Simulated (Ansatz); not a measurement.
One change: `PBS` becomes `FBS`.

Ansatz, PBE0-D4/def2-TZVP geometries, multiplicity 1. Each molecule was computed in one conformer, which needn't be the lowest.

| property | `PBS` |
| --- | --- |
| ideal-gas entropy at 298 K and 1 bar (rigid rotor, harmonic PBE0-D4/def2-TZVP) / J/(mol·K) | 295 |
| LUMO energy (PBE0/def2-TZVPP) / eV | -1.38 |
| HOMO–LUMO gap (PBE/def2-TZVPP) / eV | 4.05 |
| LUMO energy (PBE/def2-TZVPP) / eV | -2.26 |
| zero-point energy (PBE0-D4/def2-TZVP) / kJ/mol | 106.0 |
| LUMO energy (ωB97M-V/def2-TZVPP) / eV | 0.60 |

Question: What does the change do to each property? (An estimate is asked.)

Answer: The calculation gave: 
| property | `FBS` | shift |
| --- | --- | --- |
| ideal-gas entropy at 298 K and 1 bar (rigid rotor, harmonic PBE0-D4/def2-TZVP) / J/(mol·K) | 268 | -27 |
| LUMO energy (PBE0/def2-TZVPP) / eV | -0.69 | 0.69 |
| HOMO–LUMO gap (PBE/def2-TZVPP) / eV | 5.48 | 1.43 |
| LUMO energy (PBE/def2-TZVPP) / eV | -1.66 | 0.60 |
| zero-point energy (PBE0-D4/def2-TZVP) / kJ/mol | 66.0 | -40.0 |
| LUMO energy (ωB97M-V/def2-TZVPP) / eV | 1.33 | 0.73 |

With PBE0 the HOMO falls by 0.96 eV and the LUMO rises by 0.69 eV, so the gap widens by about 1.65 eV. PBE moves the HOMO by -0.83 eV and ωB97M-V by -1.06 eV. The zero-point energy changes by -40.0 kJ/mol with -6 modes.
